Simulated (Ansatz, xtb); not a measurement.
## Isomers of FHOSi in order of energy

3 gas-phase structures of FHOSi, found in a search over its isomers (lower ones may exist). Each was relaxed with GFN2-xTB:

A. `O[Si]F`, a singlet
B. `O=[SiH]F`, a singlet
C. `O[Si]F`, a triplet

Problem. Make a reasoned guess at their ranking by r2SCAN-D4/def2-SVP single-point energy.

Solution. Calculated order at r2SCAN-D4/def2-SVP: A (0.0), B (13.5), C (61.7) kcal/mol.

Energies above the lowest of each column, in kcal/mol; the last columns are at B3LYP-D3(BJ)/6-311G** geometries (a dash: not run or not comparable):

```tsv
structure	GFN2-xTB	HF/STO-3G	r2SCAN-D4/def2-SVP	B3LYP-D3(BJ)/6-311G**	CCSD(T)/def2-TZVPP
A	30.7	0.0	0.0	0.0	0.0
B	0.0	47.6	13.5	15.7	13.1
C	–	63.1	61.7	71.0	69.5
```

CCSD(T)/def2-TZVPP puts A lowest; GFN2-xTB picks B. Some further structures that were screened fall inside this span and aren't listed. Flexible structures stand in one conformer each, not always the lowest. GFN2-xTB has no spin polarisation and isn't compared across spin states. Open shells are spin-unrestricted.

Programs: Ansatz 0.2.0, xtb 6.7.1 (Pople sets with spherical d functions).
